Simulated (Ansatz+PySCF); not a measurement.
Results of a calculation; reference values are marked as such.
## Ansatz (development build ahead of 0.2.0) run

```yaml
crystal:
  periodic: [false, false, false]
  atoms:
    - { symbol: C, position_ang: [0.0, 0.0, 0.00864] }
    - { symbol: "N", position_ang: [0.0, 0.0, -1.22897] }
    - { symbol: H, position_ang: [0.0, 0.97812, 0.61016] }
    - { symbol: H, position_ang: [0.0, -0.97812, 0.61016] }
basis:
  gaussian: { orbitals: cc-pVTZ }
magnetization:
  spin_polarized: true
  initial_magnetization: 1
hamiltonian:
  xc: hf
correlation:
  method: mp2
  frozen_orbitals: { C: 1, H: 0, "N": 1 }
output:
  forces: true
```

The input is written out in the form of the current development build from the run's settings.

Output:

```yaml
Converged: yes
Reference_energy: -93.46124 hartree
Correlation_energy: -0.31051 hartree
Total_energy: -93.77175 hartree
Spin_squared_of_the_determinant: 0.936
Stability_test: minimum
Occupied_orbitals_by_symmetry_in_an_Abelian_subgroup_alpha;_beta: 5 A1 1 B1 2 B2; 5 A1 1 B1 1 B2
```

Forces (eV/Å):
| atom | Fx | Fy | Fz |
| --- | --- | --- | --- |
| C1 | 0.000 | 0.000 | -0.951 |
| N2 | 0.000 | 0.000 | 2.764 |
| H3 | 0.000 | -1.389 | -0.906 |
| H4 | 0.000 | 1.389 | -0.906 |

Caution: the unrestricted determinant is spin contaminated; forces differ strongly between restricted and unrestricted references.
